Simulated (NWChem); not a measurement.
Program: NWChem. System: Cl, charge 0, spin multiplicity 2. Its SCF solution wasn't tested for a lower state. Level: UB3LYP/def2-TZVPD, VWN1-RPA local correlation.

Output (cleaned and shortened):

```
             Northwest Computational Chemistry Package (NWChem) 7.3.0
             --------------------------------------------------------

                                NWChem Input Module
                                -------------------

 Scaling coordinates for geometry "geometry" by  1.889725989
 (inverse scale =  0.529177249)

                             Geometry "geometry" -> ""
                             -------------------------

 Output coordinates in angstroms (scale by  1.889725989 to convert to a.u.)

  No.       Tag          Charge          X              Y              Z
 ---- ---------------- ---------- -------------- -------------- --------------
    1 Cl                  17.0000     0.00000000     0.00000000     0.00000000

 Effective nuclear repulsion energy (a.u.)       0.0000000000

            Nuclear Dipole moment (a.u.)
            ----------------------------
        X                 Y               Z
 ---------------- ---------------- ----------------
     0.0000000000     0.0000000000     0.0000000000

      Symmetry information
      --------------------

 Group name             D2h
 Group number             26
 Group order               8
 No. of unique centers     1

      Symmetry unique atoms

     1


 Summary of "ao basis" -> "" (spherical)
 ------------------------------------------------------------------------------
       Tag                 Description            Shells   Functions and Types
 ---------------- ------------------------------  ------  ---------------------
 *                         def2-tzvpd                 on all atoms

                                 NWChem DFT Module
                                 -----------------

 Summary of "ao basis" -> "ao basis" (spherical)
 ------------------------------------------------------------------------------
       Tag                 Description            Shells   Functions and Types
 ---------------- ------------------------------  ------  ---------------------
 Cl                        def2-tzvpd               16       46   6s6p3d1f

 Summary of "ao basis" -> "ao basis" (spherical)
 ------------------------------------------------------------------------------
       Tag                 Description            Shells   Functions and Types
 ---------------- ------------------------------  ------  ---------------------
 Cl                        def2-tzvpd               16       46   6s6p3d1f

      Symmetry analysis of basis
      --------------------------

        ag         12
        au          1
        b1g         3
        b1u         8
        b2g         3
        b2u         8
        b3g         3
        b3u         8

            General Information
            -------------------
          SCF calculation type: DFT
          Wavefunction type:  spin polarized.
          No. of atoms     :     1
          No. of electrons :    17
           Alpha electrons :     9
            Beta electrons :     8
          Charge           :     0
          Spin multiplicity:     2
          Use of symmetry is: on ; symmetry adaption is: on
          Maximum number of iterations: 100
          AO basis - number of functions:    46
                     number of shells:    16
          Convergence on energy requested:  1.00D-06
          Convergence on density requested:  1.00D-05
          Convergence on gradient requested:  5.00D-04

              XC Information
              --------------
                         B3LYP Method XC Potential
                     Hartree-Fock (Exact) Exchange  0.200
                        Slater Exchange Functional  0.800 local
                    Becke 1988 Exchange Functional  0.720 non-local
              Lee-Yang-Parr Correlation Functional  0.810
                  VWN I RPA Correlation Functional  0.190 local

             Grid Information
             ----------------
          Grid used for XC integration:  medium
          Radial quadrature: Mura-Knowles
          Angular quadrature: Lebedev.
          Tag              B.-S. Rad. Rad. Pts. Rad. Cut. Ang. Pts.
          ---              ---------- --------- --------- ---------
          Cl                  1.00       88           9.0       590
[...]
                     b1u               2.0          2.0
                     b2g               0.0          0.0
                     b2u               2.0          1.0
                     b3g               0.0          0.0
                     b3u               2.0          2.0

                    DFT Final Alpha Molecular Orbital Analysis
                    ------------------------------------------

 Vector    7  Occ=1.000000D+00  E=-4.130852D-01  Symmetry=b2u
              MO Center=  1.6D-32, -2.2D-22, -1.6D-30, r^2= 1.1D+00
   Bfn.  Coefficient  Atom+Function         Bfn.  Coefficient  Atom+Function
  ----- ------------  ---------------      ----- ------------  ---------------
    17      0.580655  1 Cl py                20      0.309399  1 Cl py
    14      0.274091  1 Cl py                 8     -0.219206  1 Cl py
    11     -0.102516  1 Cl py

 Vector    8  Occ=1.000000D+00  E=-3.583559D-01  Symmetry=b1u
              MO Center=  1.6D-33,  6.7D-33,  3.8D-22, r^2= 1.2D+00
   Bfn.  Coefficient  Atom+Function         Bfn.  Coefficient  Atom+Function
  ----- ------------  ---------------      ----- ------------  ---------------
    18      0.554920  1 Cl pz                21      0.337876  1 Cl pz
    15      0.270372  1 Cl pz                 9     -0.215494  1 Cl pz
    12     -0.099311  1 Cl pz

 Vector    9  Occ=1.000000D+00  E=-3.583559D-01  Symmetry=b3u
              MO Center=  3.3D-22,  5.7D-33, -1.3D-33, r^2= 1.2D+00
   Bfn.  Coefficient  Atom+Function         Bfn.  Coefficient  Atom+Function
  ----- ------------  ---------------      ----- ------------  ---------------
    16      0.554920  1 Cl px                19      0.337876  1 Cl px
    13      0.270372  1 Cl px                 7     -0.215494  1 Cl px
    10     -0.099311  1 Cl px

 Vector   10  Occ=0.000000D+00  E= 4.125354D-02  Symmetry=ag
              MO Center=  5.7D-18, -7.7D-16, -1.9D-15, r^2= 5.5D+00
   Bfn.  Coefficient  Atom+Function         Bfn.  Coefficient  Atom+Function
  ----- ------------  ---------------      ----- ------------  ---------------
     6      1.624747  1 Cl s                  5     -1.033001  1 Cl s
     4     -0.182100  1 Cl s                  3      0.167595  1 Cl s
     2     -0.029516  1 Cl s                  1     -0.027835  1 Cl s
    39     -0.025391  1 Cl d  2

 Vector   11  Occ=0.000000D+00  E= 4.737991D-02  Symmetry=b2u
              MO Center= -1.2D-30,  3.7D-16, -1.0D-30, r^2= 1.1D+01
   Bfn.  Coefficient  Atom+Function         Bfn.  Coefficient  Atom+Function
  ----- ------------  ---------------      ----- ------------  ---------------
    23      1.127104  1 Cl py                20     -0.260389  1 Cl py
    17     -0.126976  1 Cl py                14     -0.094011  1 Cl py
     8      0.055802  1 Cl py                11      0.029716  1 Cl py

 Vector   12  Occ=0.000000D+00  E= 5.112576D-02  Symmetry=b3u
              MO Center= -1.4D-16,  1.2D-30,  3.3D-32, r^2= 1.1D+01
   Bfn.  Coefficient  Atom+Function         Bfn.  Coefficient  Atom+Function
  ----- ------------  ---------------      ----- ------------  ---------------
    22      1.140609  1 Cl px                19     -0.301261  1 Cl px
    16     -0.118785  1 Cl px                13     -0.096908  1 Cl px
     7      0.057494  1 Cl px                10      0.030461  1 Cl px

                     DFT Final Beta Molecular Orbital Analysis
                     -----------------------------------------

 Vector    6  Occ=1.000000D+00  E=-7.971912D-01  Symmetry=ag
              MO Center=  2.3D-34, -3.2D-18,  2.1D-33, r^2= 7.8D-01
   Bfn.  Coefficient  Atom+Function         Bfn.  Coefficient  Atom+Function
  ----- ------------  ---------------      ----- ------------  ---------------
     4      0.732526  1 Cl s                  3     -0.521659  1 Cl s
     5      0.459968  1 Cl s                  1      0.091154  1 Cl s
     2      0.082475  1 Cl s

 Vector    7  Occ=1.000000D+00  E=-3.433755D-01  Symmetry=b1u
              MO Center= -2.4D-33, -5.9D-34, -1.0D-22, r^2= 1.2D+00
   Bfn.  Coefficient  Atom+Function         Bfn.  Coefficient  Atom+Function
  ----- ------------  ---------------      ----- ------------  ---------------
    18      0.545546  1 Cl pz                21      0.348207  1 Cl pz
    15      0.268745  1 Cl pz                 9     -0.214254  1 Cl pz
    12     -0.098059  1 Cl pz                24      0.025984  1 Cl pz

 Vector    8  Occ=1.000000D+00  E=-3.433755D-01  Symmetry=b3u
              MO Center= -1.3D-22,  5.0D-33,  2.4D-33, r^2= 1.2D+00
   Bfn.  Coefficient  Atom+Function         Bfn.  Coefficient  Atom+Function
  ----- ------------  ---------------      ----- ------------  ---------------
    16      0.545546  1 Cl px                19      0.348207  1 Cl px
    13      0.268745  1 Cl px                 7     -0.214254  1 Cl px
    10     -0.098059  1 Cl px                22      0.025984  1 Cl px

 Vector    9  Occ=0.000000D+00  E=-2.489699D-01  Symmetry=b2u
              MO Center=  6.6D-34,  3.9D-22,  7.8D-34, r^2= 1.3D+00
   Bfn.  Coefficient  Atom+Function         Bfn.  Coefficient  Atom+Function
  ----- ------------  ---------------      ----- ------------  ---------------
    17      0.516660  1 Cl py                20      0.382099  1 Cl py
    14      0.254297  1 Cl py                 8     -0.206852  1 Cl py
    11     -0.093851  1 Cl py                23      0.047912  1 Cl py

 Vector   10  Occ=0.000000D+00  E= 4.559642D-02  Symmetry=ag
              MO Center=  1.3D-33,  2.7D-19, -1.0D-32, r^2= 5.6D+00
   Bfn.  Coefficient  Atom+Function         Bfn.  Coefficient  Atom+Function
  ----- ------------  ---------------      ----- ------------  ---------------
     6      1.637901  1 Cl s                  5     -1.068004  1 Cl s
     3      0.165033  1 Cl s                  4     -0.162977  1 Cl s
     2     -0.029921  1 Cl s                  1     -0.027535  1 Cl s

 Vector   11  Occ=0.000000D+00  E= 5.157317D-02  Symmetry=b3u
              MO Center= -8.3D-24,  3.7D-32, -2.2D-32, r^2= 1.1D+01
   Bfn.  Coefficient  Atom+Function         Bfn.  Coefficient  Atom+Function
  ----- ------------  ---------------      ----- ------------  ---------------
    22      1.143066  1 Cl px                19     -0.310518  1 Cl px
    16     -0.119495  1 Cl px                13     -0.098063  1 Cl px
     7      0.058644  1 Cl px                10      0.030788  1 Cl px

   alpha - beta orbital overlaps
   -----------------------------

   alpha      1      2      3      4      5      6      7      8      9     10
    beta      1      2      3      4      5      6      9      7      8     10
 overlap   1.000  1.000  1.000  1.000  1.000  0.999  0.996  1.000  1.000  1.000

   alpha     11     12     13     14     15     16     17     18     19     20
    beta     13     11     12     18     14     15     16     17     21     19
 overlap   0.997  1.000  1.000  0.997  0.999  0.999  1.000  1.000  0.998  1.000

   alpha     21     22     23     24     25     26     27     28     29     30
    beta     20     26     24     25     22     23     27     30     28     29
 overlap   1.000  0.996  0.999  0.999  1.000  1.000  1.000  1.000  1.000  1.000

   alpha     31     32     33     34     35     36     37     38     39     40
    beta     31     32     39     37     38     33     34     35     36     42
 overlap   1.000  1.000  0.999  1.000  1.000  1.000  1.000  1.000  1.000  0.999

   alpha     41     42     43     44     45     46
    beta     40     41     43     44     45     46
 overlap   1.000  1.000  1.000  1.000  1.000  1.000

     --------------------------
     Expectation value of S2:
     --------------------------
      <S2> =      0.7532 (Exact =     0.7500)

 Task  times  cpu:        0.4s     wall:        0.4s

 Total times  cpu:        0.5s     wall:        0.5s
```

**Question.** Write an NWChem input that would produce this output.

**Answer.** One answer among several that fit: 
```
start mol
memory heap 200 mb stack 900 mb global 1100 mb
geometry units angstroms nocenter noautoz
  Cl     0.000000     0.000000     0.000000
  symmetry group D2h
end
basis spherical
  * library def2-tzvpd
end
dft
  xc b3lyp
  odft
  mult 2
  semidirect memsize 60000000 filesize 0
  iterations 100
end
task dft energy
```
